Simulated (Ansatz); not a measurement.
Mulliken charges of C$_{4}$H$_{4}$OS (`Oc1cccs1`) from PBE/def2-TZVPP in Ansatz (PBE0-D4/def2-TZVP geometry).

| atom | x (Å) | y (Å) | z (Å) | charge (e) |
| --- | --- | --- | --- | --- |
| O1 | -0.998 | -1.709 | -1.308 | -0.248 |
| C2 | -0.444 | -0.662 | -0.664 | 0.138 |
| C3 | 0.083 | -0.581 | 0.591 | -0.154 |
| C4 | 0.566 | 0.724 | 0.876 | -0.170 |
| C5 | 0.398 | 1.593 | -0.154 | -0.109 |
| S6 | -0.356 | 0.837 | -1.500 | 0.028 |
| H7 | -0.981 | -2.474 | -0.725 | 0.209 |
| H8 | 0.123 | -1.415 | 1.279 | 0.087 |
| H9 | 1.021 | 1.001 | 1.817 | 0.109 |
| H10 | 0.670 | 2.635 | -0.209 | 0.109 |

**Question.** By hand: the dipole of these point charges (1 e Å = 4.8032 D).

**Answer.** Σ q r = (0.014, -0.095, 0.103) e Å, of length 0.141 e Å = 0.68 D.

**Question.** How does the dipole of the full density compare? (Estimate.)

**Answer.** Ansatz gave: (0.042, -0.230, 0.266) e Å, 1.70 D; the point charges give 0.40 times that, at 2° from its direction.

Point charges leave out the atoms' own dipoles, such as those of lone pairs, and Mulliken's split depends on the basis, so the two needn't agree.
